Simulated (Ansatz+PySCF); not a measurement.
Two shapes of doublet CH2(+).

Shape 1:

```xyz
3

C     0.0000    0.2420    0.0000
H     0.0000   -0.1210   -1.0354
H     0.0000   -0.1210    1.0354
```

Shape 2:

```xyz
3

C     0.0000    0.2310    0.0000
H     0.0000   -0.1155   -0.9882
H     0.0000   -0.1155    0.9882
```

Basis set: cc-pVTZ (spherical functions). Left uncorrelated: 1 orbital. Correlation on ROHF uses semicanonical orbitals with singles. Charge 1, multiplicity 2.

Computed with Ansatz (development build ahead of 0.2.0) and PySCF 2.14.0; each method stands on the lowest determinant of its kind that the runs found.

**Question.** Which shape is lower in energy, and by how much in each method?

**Answer.**

```
      method  E(2) − E(1) (eV)
        ROHF             0.041
         UHF             0.042
    ROHF-MP2             0.065
    UHF-CCSD             0.079
ROHF-CCSD(T)             0.082
```

Shape 1 is lower.
